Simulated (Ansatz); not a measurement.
SnH₂, triplet in def2-SVP: errors against full CI

Geometry: displaced at random from a stationary point.

```yaml
atoms:
  - { symbol: Sn, position_ang: [-0.0004, -0.0146, 0.0005] }
  - { symbol: H, position_ang: [-0.0012, 0.8311, -1.4934] }
  - { symbol: H, position_ang: [0.0467, 0.8904, 1.4295] }
```

Basis def2-SVP with its core potentials; Ansatz 0.2.0. Only valence electrons are correlated (noble-gas cores and the filled d shells of p-block atoms frozen), which leaves 6 electrons in 27 orbitals. R marks a restricted (for open shells ROHF) determinant, U an unrestricted one. Active spaces: valence = (6e, 6o) chosen from the atoms' valence shells. No spin–orbit coupling is included; scalar relativity enters through the core potentials alone.

Full CI is exact within this basis and frozen core; it isn't the basis-set limit. The frozen core follows each run's orbitals, which can shift R against U totals by a few meV for light atoms and by up to 0.1 eV past Ca.

```
UHF ⟨S²⟩                          : 2.005
T1 diagnostic (RCCSD)             : 0.0183
largest doubles amplitude (RCCSD) : 0.056
```

```json
{"level": "RHF", "E − E(full CI) (kcal/mol)": "53.75", "share of correlation (%)": "0.00", "wall time": "–"}
{"level": "RMP2", "E − E(full CI) (kcal/mol)": "13.82", "share of correlation (%)": "74.29", "wall time": "–"}
{"level": "RCCSD", "E − E(full CI) (kcal/mol)": "1.37", "share of correlation (%)": "97.46", "wall time": "–"}
{"level": "RCCSD(T)", "E − E(full CI) (kcal/mol)": "0.35", "share of correlation (%)": "99.36", "wall time": "1.2 s"}
{"level": "BCCD(T)", "E − E(full CI) (kcal/mol)": "0.34", "share of correlation (%)": "99.37", "wall time": "0.81 s"}
{"level": "RCCSDT", "E − E(full CI) (kcal/mol)": "0.00", "share of correlation (%)": "100.00", "wall time": "–"}
{"level": "RCCSDT(Q)", "E − E(full CI) (kcal/mol)": "-0.02", "share of correlation (%)": "100.03", "wall time": "4.7 s"}
{"level": "CASSCF (valence space)", "E − E(full CI) (kcal/mol)": "32.55", "share of correlation (%)": "39.45", "wall time": "–"}
{"level": "NEVPT2 (valence space)", "E − E(full CI) (kcal/mol)": "9.59", "share of correlation (%)": "82.17", "wall time": "0.84 s"}
{"level": "MRCISD (valence space)", "E − E(full CI) (kcal/mol)": "0.90", "share of correlation (%)": "98.33", "wall time": "–"}
{"level": "MRCISD+Q (valence space)", "E − E(full CI) (kcal/mol)": "-0.19", "share of correlation (%)": "100.35", "wall time": "1.2 s"}
```

The correlation energy at full CI, counted from RHF, is -2.331 eV. That run took 23 s on 1 thread of Arm Neoverse V1, shared host over 4,258,800 determinants.

Run but not shown, since their state, orbitals or frozen core can't be matched to the reference's or they repeat it: UHF, UMP2, UCCSD, UCCSD(T), UCCSDT, UCCSDT(Q).

Times hold each run's SCF and search for its determinant on a shared host, so for small cases they say little of a method's own cost; they ran on 1 thread of Arm Neoverse V1. Some runs computed forces too.

Not variational, and here over 5 meV under the exact energy: MRCISD+Q (valence space).

The full-CI state has the irrep A'' of Cs, in the program's axes.

Natural occupations of full CI about the gap: 1.958 1.940 0.995 0.990 0.037 0.025 0.008 0.007 0.007 0.007; effectively unpaired electrons, Σ n²(2−n)², 2.03.
